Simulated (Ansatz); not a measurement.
# Cubic perovskite SrTiO₃ (cubic form, which distorts at low temperature)

Method: PBE (Ansatz, a program for electronic structure, PAW).

Run with plane-wave cutoff 520 eV, 10×10×10 k mesh, Fermi–Dirac smearing 0.01 eV, no spin polarisation, scalar-relativistic PAW data made under PBE.

Cell: measured lattice: a = 3.905 Å, b = 3.905 Å, c = 3.905 Å, α = 90.00°, β = 90.00°, γ = 90.00°.

```json
{
 "band_gap": "1.89 eV",
 "smallest_direct_gap_on_the_k_points_sampled": "2.23 eV"
}
```

Measured, for comparison: band gap 3.59 eV (zero-point renormalisation of 336 meV (experimental, the table's column) added back here, indirect; inputs from Miglio et al. (2020), arXiv:2011.12765).

Note: cell and atoms aren't relaxed at this level (pressure 4.3 GPa).

Spin–orbit coupling is not included.

Static lattice: no zero-point or thermal effects.
